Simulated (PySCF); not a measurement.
Does the answer move with the share of exact exchange?

Methyl propyl ketone, C₅H₁₀O.
Bonds: C1–C2, C2–C3, C3–C4, C4–C5, C4–O6 (double). Hydrogens: H7, H8, H9 on C1; H10, H11 on C2; H12, H13 on C3; H14, H15, H16 on C5.

Torsions of this conformer, `[CH3:1][CH2:2][CH2:3][C:4]([CH3:5])=[O:6]`: C1–C2–C3–C4 179°, C2–C3–C4–C5 178°.

PySCF, def2-SVPD basis, density fitting, gas phase, PBE0-D3(BJ)/def2-SVP geometry; singlet excitations by full TDDFT with frozen cores, triplets by Tamm–Dancoff TDDFT and ionisation energies by ΔSCF, from the lowest of the holes tried. One functional is left out:

| functional | exact exchange (%) | HOMO energy (eV) | LUMO energy (eV) | lowest singlet excitation (eV) | lowest triplet excitation (eV) | dipole moment (D) | mean polarisability (au) | vertical ionisation energy (eV) |
| --- | --- | --- | --- | --- | --- | --- | --- | --- |
| LDA | 0 | -5.80 | -1.82 | 4.25 | 3.75 | 2.842 | 69.3 | 9.36 |
| PBE | 0 | -5.65 | -1.60 | 4.28 | 3.70 | 2.738 | 68.4 | 9.17 |
| PBE0 | 25 | -7.25 | -0.42 | 4.49 | 3.88 | 2.858 | 65.4 | 9.41 |
| BHandHLYP | 50 | -8.82 | 0.82 | 4.71 | 4.13 | 2.990 | 63.5 | 9.41 |

Problem. Predict the row of B3LYP (20 % exact exchange) by straight lines through the other rows, and check it.

Solution. 
```
                       property   line  computed  computed − line  PBE0 (25 %), for comparison
               HOMO energy (eV)  -6.96     -7.02            -0.06                        -7.25
               LUMO energy (eV)  -0.69     -0.71            -0.02                        -0.42
 lowest singlet excitation (eV)   4.44      4.46            +0.02                         4.49
 lowest triplet excitation (eV)   3.87      3.89            +0.02                         3.88
              dipole moment (D)  2.862     2.852           -0.010                        2.858
       mean polarisability (au)   66.5      66.1             -0.4                         65.4
vertical ionisation energy (eV)   9.34      9.47            +0.13                         9.41
```
